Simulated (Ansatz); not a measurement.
bcc Ba, treated with BLYP in Ansatz (plane waves, PAW).

Run with plane-wave cutoff 520 eV, 16×16×16 k mesh, Fermi–Dirac smearing 0.05 eV, scalar-relativistic PAW data made under PBE.

The volume scan:

```tsv
V (Å³/atom)	E − E_lowest (meV/atom)	P (GPa)
62.514	6.66	0.562
63.844	2.86	0.357
65.174	0.68	0.170
66.504	0.00	-0.003
67.834	0.70	-0.162
69.164	2.66	-0.309
70.494	5.79	-0.443
```

Problem. Estimate the bulk modulus from the pressures at 65.174 and 67.834 Å³/atom, and compare it with a fit to all energies.

Solution. B = −V dP/dV. Between V = 65.174 and 67.834 Å³/atom, dP/dV = (-0.162 − (0.170))/(67.834 − 65.174) = -0.125 GPa per Å³/atom; at the midpoint 66.504 Å³/atom this gives B ≈ 8.30 GPa. The third-order Birch–Murnaghan fit gives V0 = 66.477 Å³/atom, B0 = 8.30 GPa, B′ = 3.1, which lies within 1 % of that estimate.

Measured, for comparison: bulk modulus 9.34 GPa (corrected for temperature and zero-point phonon effects, our sources range from 9.34 to 10.6; as tabulated in Levämäki et al. (2014), arXiv:1402.3671); equilibrium volume per atom 62.31 Å³/atom (low-temperature or extrapolated to 0 K; zero-point anharmonic expansion removed; as tabulated in Csonka et al. (2009), arXiv:0903.4037). Computed (rounded) less measured: bulk modulus -11 % (-11 % to -22 % over the range), equilibrium volume per atom +6.7 %.

Spin–orbit coupling is not included.

Computing time: very roughly 70 core-seconds.

Ansatz is a quantum-chemistry and plane-wave program.
